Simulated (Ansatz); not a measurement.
A made-up structure of CH3MgO, doublet:

O1  (-0.537, -1.270, -1.038)
C2  (0.331, -0.357, -0.499)
Mg3  (0.196, 1.065, 0.980)
H4  (-0.127, -0.368, 0.456)
H5  (1.277, -0.485, -1.036)
H6  (0.124, 2.252, 2.198)
(Å)

It is relaxed with PBE-D4/def2-SVP and then PBE0-D4/def2-TZVP (Ansatz 0.2.0). Atoms count as bonded within 1.22 times the sum of their covalent radii (H–H: 0.88 Å). The end point is not checked to be a true minimum.

Task: Does its bonding change? (Judge from chemistry; the calculation decides.)

Result: By the calculation: Yes. Formed: O1–Mg3; broken: Mg3–H4.

Where it ends: The first stage lowers the energy by 3.28 eV in 16 steps. It ends as CH₃MgO ([CH2]1[O][MgH]1):
```
atom    x (Å)    y (Å)    z (Å)
  O1  -0.6428  -0.0511  -0.5131
  C2   0.4966  -0.6944  -0.2892
 Mg3  -0.1834   1.2355   0.7780
  H4   0.4730  -1.6215   0.2919
  H5   1.3064  -0.6022  -1.0196
  H6  -0.1867   2.5705   1.8129
```

Labels in which every atom is bracketed show which atoms are joined, not bond orders.

For scale, one of the runs: PBE0-D4/def2-TZVP relaxation, 112 basis functions, launched by `ansatz run in.yaml --threads 2 --pin off --events-out ev --progress --plain --max-ram 4352MiB`. Hardware: 2 CPU threads of an Arm Neoverse V1, shared host. Wall time about 20 s.
